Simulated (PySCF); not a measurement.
# Magnetisability: neopentane (CC(C)(C)C, C₅H₁₂)

Molfile (atoms numbered from 1):
```
C5H12
     RDKit          3D

 17 16  0  0  0  0  0  0  0  0999 V2000
   -0.3482   -0.4559    1.4172 C   0  0  0  0  0  0  0  0  0  0  0  0
   -0.0011    0.0009   -0.0012 C   0  0  0  0  0  0  0  0  0  0  0  0
    0.1360    1.5248   -0.0275 C   0  0  0  0  0  0  0  0  0  0  0  0
   -1.1120   -0.4290   -0.9619 C   0  0  0  0  0  0  0  0  0  0  0  0
    1.3218   -0.6370   -0.4307 C   0  0  0  0  0  0  0  0  0  0  0  0
   -1.2873   -0.0142    1.7429 H   0  0  0  0  0  0  0  0  0  0  0  0
   -0.4471   -1.5384    1.4563 H   0  0  0  0  0  0  0  0  0  0  0  0
    0.4307   -0.1580    2.1156 H   0  0  0  0  0  0  0  0  0  0  0  0
    0.3845    1.8698   -1.0289 H   0  0  0  0  0  0  0  0  0  0  0  0
   -0.7950    1.9985    0.2761 H   0  0  0  0  0  0  0  0  0  0  0  0
    0.9220    1.8493    0.6509 H   0  0  0  0  0  0  0  0  0  0  0  0
   -2.0612    0.0174   -0.6730 H   0  0  0  0  0  0  0  0  0  0  0  0
   -1.2260   -1.5110   -0.9546 H   0  0  0  0  0  0  0  0  0  0  0  0
   -0.8821   -0.1161   -1.9783 H   0  0  0  0  0  0  0  0  0  0  0  0
    1.2445   -1.7221   -0.4203 H   0  0  0  0  0  0  0  0  0  0  0  0
    2.1231   -0.3446    0.2444 H   0  0  0  0  0  0  0  0  0  0  0  0
    1.5906   -0.3225   -1.4369 H   0  0  0  0  0  0  0  0  0  0  0  0
  1  2  1  0
  2  3  1  0
  2  4  1  0
  2  5  1  0
  1  6  1  0
  1  7  1  0
  1  8  1  0
  3  9  1  0
  3 10  1  0
  3 11  1  0
  4 12  1  0
  4 13  1  0
  4 14  1  0
  5 15  1  0
  5 16  1  0
  5 17  1  0
M  END
```

Method used: GIAO BHandHLYP/pcSseg-1 magnetisability, rotational g tensor and spin-rotation constants, non-relativistic, gas phase in PySCF. Geometry: GFN2-xTB.

Q: What are the magnetisability and the molar susceptibility?

A: Isotropic -1102 × 10⁻³⁰ J/T², or -66.4 × 10⁻⁶ cm³/mol; principal values -1102, -1102, -1102 × 10⁻³⁰ J/T², anisotropy 0 × 10⁻³⁰ J/T² (root of half the summed squared differences of the principal values). The susceptibility is in cgs units.

Q: Split it along the inertial axes a, b, c into diamagnetic and paramagnetic parts about the centre of mass, with the quadrupole moment.

A: 
| axis | χ (10⁻⁶ cm³/mol) | diamagnetic (10⁻⁶ cm³/mol) | paramagnetic (10⁻⁶ cm³/mol) | summed x² of all electrons (Å²) | quadrupole Θ (D Å) |
| --- | --- | --- | --- | --- | --- |
| a | -66.4 | -381.4 | 315.1 | 45.0 | 0.00 |
| b | -66.4 | -381.4 | 315.1 | 45.0 | 0.00 |
| c | -66.4 | -381.4 | 315.1 | 45.0 | 0.00 |

Anisotropies 2χaa − χbb − χcc = 0.0 and 2χbb − χaa − χcc = 0.0 × 10⁻⁶ cm³/mol. Θ is traceless in Buckingham's convention.

Q: And the rotational g tensor?

A: 
```csv
axis,rotational constant (GHz),g,nuclear part,electronic part
a,4.4830,+0.0068,0.6704,-0.6636
b,4.4814,+0.0068,0.6702,-0.6633
c,4.4779,+0.0068,0.6696,-0.6628
```
Spherical top; isotopes 12C, 1H; no vibrational averaging.
